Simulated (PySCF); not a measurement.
CF4.
Bonds: F1–C2, C2–F3, C2–F4, C2–F5.

Method used: core-valence-separated Tamm–Dancoff BHandHLYP/aug-pcX-1 in PySCF, non-relativistic, gas phase, PBE0-D3(BJ)/def2-SVP geometry. BHandHLYP without relativity tends to put these K edges a few eV too low, so spacings mean more than positions.

Problem. Give energies, oscillator strengths and core holes at the C K edge.

Solution. 
```
E (eV)       f  core hole on                           main final orbital
295.09  0.3483            C2  LUMO+16/LUMO+17/LUMO+18 (3 roots, f summed)
295.95  0.0000            C2                                  LUMO (91 %)
297.39  0.0091            C2     LUMO+1/LUMO+2/LUMO+3 (3 roots, f summed)
```

The first line with a tenth or more of the strongest one's intensity is at 295.09 eV (f = 0.348, sum of 3), with the hole on C2 (carbon bonded to 4 F). It is also the strongest listed.

Problem. What does the F 1s absorption edge look like?

Solution. 
```tsv
E (eV)	f	core hole on	main final orbital
687.97	0.0847	F1/F3/F4/F5	LUMO (4 roots, f summed)
688.99	0.1272	F1/F3/F4/F5	spread (4 roots, f summed)
689.67	0.0594	F1/F3/F4/F5	LUMO+1/LUMO+2/LUMO+3 (8 roots, f summed)
```

The first line with a tenth or more of the strongest one's intensity is at 687.97 eV (f = 0.085, sum of 4), with the hole on F1/F3/F4/F5 (fluorine bonded to C). The strongest listed is at 688.99 eV (f = 0.127, sum of 4; F1/F3/F4/F5).

Roots within 0.03 eV whose holes lie on the same, on equivalent or on shared atoms are summed into one line, and the highest roots are left out, as the search may have cut off their partners. Final orbitals are the ground state's empty Kohn–Sham orbitals.

The ionisation thresholds weren't computed; near and above them a finite basis only mimics Rydberg series and continuum.
